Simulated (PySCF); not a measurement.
**SMILES [AlH4-], [AlH4]-, charge -1**

Cartesian coordinates in Å; atom numbers follow the order of the lines, from 1:
```xyz
5

Al   -0.006   -0.002   -0.001
H     0.615    1.191   -0.958
H    -1.097    0.649    1.053
H     1.216   -0.720    0.846
H    -0.758   -1.128   -0.944
```

Total charge -1.

The calculation used GIAO B3LYP/6-311G** magnetisability, rotational g tensor and spin-rotation constants, non-relativistic, gas phase in PySCF 2.14.0. Geometry: PBE0-D3(BJ)/def2-SVP.

For an ion the centre-of-mass motion in the field is neglected.

Problem. What are the magnetisability and the molar susceptibility?

Solution. Isotropic -465 × 10⁻³⁰ J/T², or -28.0 × 10⁻⁶ cm³/mol; principal values -465, -465, -465 × 10⁻³⁰ J/T², anisotropy 0 × 10⁻³⁰ J/T² (root of half the summed squared differences of the principal values). The susceptibility is in cgs units.

Problem. Split it along the inertial axes a, b, c into diamagnetic and paramagnetic parts about the centre of mass, with the quadrupole moment.

Solution. 
| axis | χ (10⁻⁶ cm³/mol) | diamagnetic (10⁻⁶ cm³/mol) | paramagnetic (10⁻⁶ cm³/mol) | summed x² of all electrons (Å²) | quadrupole Θ (D Å) |
| --- | --- | --- | --- | --- | --- |
| a | -28.0 | -76.5 | 48.5 | 9.0 | 0.00 |
| b | -28.0 | -76.5 | 48.5 | 9.0 | 0.00 |
| c | -28.0 | -76.5 | 48.5 | 9.0 | 0.00 |

Anisotropies 2χaa − χbb − χcc = 0.0 and 2χbb − χaa − χcc = 0.0 × 10⁻⁶ cm³/mol. Θ is traceless in Buckingham's convention.

Problem. And the rotational g tensor?

Solution. 
| axis | rotational constant (GHz) | g | nuclear part | electronic part |
| --- | --- | --- | --- | --- |
| a | 69.0249 | -0.5744 | 0.9997 | -1.5740 |
| b | 69.0027 | -0.5742 | 0.9994 | -1.5735 |
| c | 69.0002 | -0.5742 | 0.9993 | -1.5735 |

Spherical top; isotopes 27Al, 1H; no vibrational averaging.
